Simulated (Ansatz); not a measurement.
We consider zinc-blende MgS (metastable phase), described by HSE06 in Ansatz (PAW).

Settings: plane-wave cutoff 460 eV, 8×8×8 k mesh, Fermi–Dirac smearing 0.01 eV, scalar-relativistic PAW data made under PBE.

The cell is scaled about its equilibrium volume:

```csv
V (Å³/atom),P (GPa),direct gap at Γ (eV)
21.566,3.38,4.802
22.134,1.58,4.660
22.678,0.06,4.529
23.269,-1.40,4.393
23.836,-2.63,4.268
```

A straight line through the gaps at Γ against ln V gives a volume deformation potential dE_g(Γ)/d ln V of -5.3 eV: the gap at Γ widens under compression.

Measured, for comparison: band gap 4.78 ± 0.1 eV (temperature not stated, extrapolated in composition from an alloy gap of 4.19 eV, direct; extrapolated from a Zn0.2Mg0.8S0.645Se0.355 epilayer; as tabulated in Lucero et al. (2012), arXiv:1111.4515).

Ansatz is a program for electronic structure.
